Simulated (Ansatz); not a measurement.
```yaml
crystal:
  periodic: [false, false, false]
  atoms:
    - {symbol: C, position_ang: [-0.137241, -1.411777, -1.168969]}
    - {symbol: C, position_ang: [-0.014865, -0.331056, -0.219230]}
    - {symbol: C, position_ang: [0.082817, 0.590040, 0.556885]}
    - {symbol: C, position_ang: [0.199109, 1.641961, 1.478157]}
    - {symbol: S, position_ang: [0.164234, 3.219816, 1.105795]}
    - {symbol: H, position_ang: [-1.159770, -1.461432, -1.554064]}
    - {symbol: H, position_ang: [0.103810, -2.374659, -0.713456]}
    - {symbol: H, position_ang: [0.528749, -1.252104, -2.021003]}
    - {symbol: H, position_ang: [0.321555, 1.332912, 2.518785]}
basis:
  gaussian: {orbitals: def2-mTZVP}
magnetization: {spin_polarized: true, initial_magnetization: 1}
hamiltonian: {xc: {name: B2PLYP}}
scf: {lower_state_search: full}
output: {forces: true}
```

```sh
$ ansatz run in.yaml --threads 2 --pin off --events-out ev --progress --plain --max-ram 4352MiB
```

It prints (some lines left out):

```
Error: a molecule whose nuclei and cores have a total charge of 44 cannot have a net charge of 0 together with 1 unpaired electrons
```

Question: What is wrong with this run?

Answer: The number of unpaired electrons doesn't fit the electron count. The program refused the input.
